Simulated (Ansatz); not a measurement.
CH6B2 (`BCB`). Charge 0, multiplicity 1.

Cartesian coordinates in Å:
```
B 0.165 1.201 0.445
C 0.504 -0.297 0.233
B -0.646 -0.963 -0.566
H 0.029 1.919 -0.502
H 0.022 1.658 1.542
H 0.810 -0.832 1.130
H 1.316 -0.254 -0.516
H -1.287 -1.862 -0.103
H -0.913 -0.569 -1.664
```

Task: What are the harmonic wavenumbers in cm⁻¹ at PBE0-D4/def2-TZVP (Ansatz, finite differences of forces, unscaled)? (Estimate.)

Result: Computed: 158, 173, 281, 675, 703, 789, 858, 1008, 1033, 1070, 1080, 1186, 1246, 1252, 1402, 2570, 2584, 2655, 2661, 2980, 3144.

Task: Is this a minimum?

Result: Yes, all 21 modes are real.

Task: Give the ideal-gas thermochemistry at 298.15 K and 1 bar (rigid rotor, harmonic oscillator; point group Cs, symmetry number 1).

Result: Zero-point energy 176.5 kJ/mol; H(298) − E = 192.3 kJ/mol; entropy 281.6 J/(mol·K), of which translation 154.8, rotation 93.6, vibration 33.3; G(298) − E = 108.3 kJ/mol.
